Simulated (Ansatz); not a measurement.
Geometry optimisation, RHF/def2-SVP (Ansatz).

Input file:

```yaml
crystal:
  periodic: [false, false, false]
  atoms:
    - { symbol: Si, position_ang: [0.0, 0.0, 0.0] }
    - { symbol: C, position_ang: [0.0, 0.0, 2.22] }
    - { symbol: H, position_ang: [-0.9996, -0.3092, 2.5905] }
    - { symbol: H, position_ang: [0.7676, -0.7111, 2.5905] }
    - { symbol: H, position_ang: [0.232, 1.0203, 2.5905] }
    - { symbol: H, position_ang: [1.3768, 0.0, -0.4862] }
    - { symbol: H, position_ang: [-0.6877, 1.1914, -0.4862] }
    - { symbol: H, position_ang: [-0.6877, -1.1914, -0.4862] }
    - { symbol: Cl, position_ang: [-2.2677, 0.4188, 0.7662] }
    - { symbol: H, position_ang: [-1.2581, 0.2323, 1.9453] }
basis:
  gaussian: { orbitals: def2-SVP }
hamiltonian:
  xc: hf
relax:
  f_tol: 0.15
  max_steps: 25
  restrain:
    - { distance: [0, 8], at: 2.13, k: 30.0 }
    - { distance: [9, 1], at: 1.11, k: 30.0 }
    - { distance: [0, 1], at: 3.07, k: 30.0 }
    - { distance: [9, 8], at: 2.57, k: 30.0 }
```

Command:

```bash
$ ansatz run input.yaml --threads 1 --pin off --max-ram 2048MiB --backend cpu --events-out ev --progress --plain --runs-dir out
```

**Question.** Where does it end, and by what steps?

**Answer.** It converged. The restraints hold the end off the free minimum; the threshold counts their pulls, which the force column leaves out. Restrained pairs: Si1–Cl9 (2.43 → 2.11 Å), C2–H10 (1.31 → 1.10 Å), Si1–C2 (2.22 → 3.10 Å), Cl9–H10 (1.56 → 2.58 Å). After 15 steps the energy has fallen by 5.614 eV (the restraints' own energy left out); H6 moved furthest, 1.68 Å.

```
step  energy less start (eV)  largest force component (eV/Å)  accepted
   0                  0.0000                           4.187       yes
   1                  0.9049                           3.697       yes
   2                  1.5056                           4.576       yes
   3                  0.3343                           4.598       yes
   4                 -1.4449                           3.938       yes
   5                 -2.8873                           2.780       yes
   6                 -3.7349                           1.155       yes
   7                 -4.2697                           1.362       yes
   8                 -4.7085                           1.648       yes
   9                 -4.9665                           1.661       yes
  10                 -5.1373                           1.480       yes
  11                 -5.3103                           1.578       yes
  12                 -5.4412                           1.454       yes
  13                 -5.5431                           1.180       yes
  14                 -5.6000                           0.835       yes
  15                 -5.6137                           0.683       yes
```

```xyz
10
Properties=species:S:1:pos:R:3
Si -0.444 0.297 -0.405
C -0.116 -0.204 2.634
H -0.313 -0.576 3.641
H 0.351 -1.000 2.060
H 0.556 0.649 2.705
H 0.482 1.164 0.329
H -0.321 0.580 -1.849
H -0.214 -1.133 -0.174
Cl -2.435 0.772 0.112
H -1.070 0.102 2.190
```

Run time: 25 s on 1 thread of Arm Neoverse V1 (shared host), peak memory 0.15 GiB.
